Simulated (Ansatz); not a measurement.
Relative stability

Two relaxed structures of BSiH₄, doublet (PBE0-D4/def2-TZVP; forces vanish, vibrations not checked).

A:

```
6
angstrom
B -0.5215 0.4190 0.0165
Si 0.8866 -0.5679 0.8676
H 1.2344 -1.8692 0.1952
H -1.2888 -0.3092 -0.5470
H 0.6721 0.2955 -0.5937
H -0.7268 1.5650 0.2610
```

B:

B1  (0.915, -0.807, 0.725)
Si2  (-0.336, 0.416, -0.187)
H3  (1.260, -1.942, 0.811)
H4  (-1.548, -0.192, -0.811)
H5  (0.491, 1.027, -1.270)
H6  (-0.782, 1.497, 0.732)
(Å)

Computed with Ansatz 0.2.0 (basis: def2-TZVPP); correlated methods freeze the cores; orbitals are unrestricted. B3LYP uses VWN-RPA correlation.

**Question.** Which structure is lower at CCSD(T), and by how much? (An estimate is asked for; the value comes from the calculation.)

**Answer.** Computed: A, by 0.483 eV (electronic energy, against the other). By their contacts, A is BSiH₄ ([H]1[BH2][SiH]1) and B is BSiH₄ ([BH][SiH3]).

**Question.** Do the other methods give the same order? (A judgement: the text doesn't fix the answer.)

**Answer.** By the calculation: Not all: HF gives the other order.

```
   method  E(B) − E(A) (eV)
   PBE-D4             0.780
r2SCAN-D4             0.582
  PBE0-D4             0.625
 B3LYP-D4             0.536
  wB97M-V             0.578
       HF            -0.157
      MP2             0.481
     CCSD             0.390
  CCSD(T)             0.483
```

T1 diagnostic: at most 0.023. ⟨S²⟩ of the unrestricted Hartree–Fock references: 0.76 to 0.79 (a pure state has 0.75).

Labels in which every atom is bracketed show which atoms are joined, not bond orders.

For scale, one of the runs: CCSD(T)/def2-TZVPP, 129 basis functions, launched by `ansatz run in.yaml --threads 2 --pin off --events-out ev --progress --plain --max-ram 4352MiB`. Time: 12 s of wall clock on 2 CPU threads of an Arm Neoverse V2; the host was shared. Peak host memory: 1.2 GiB.
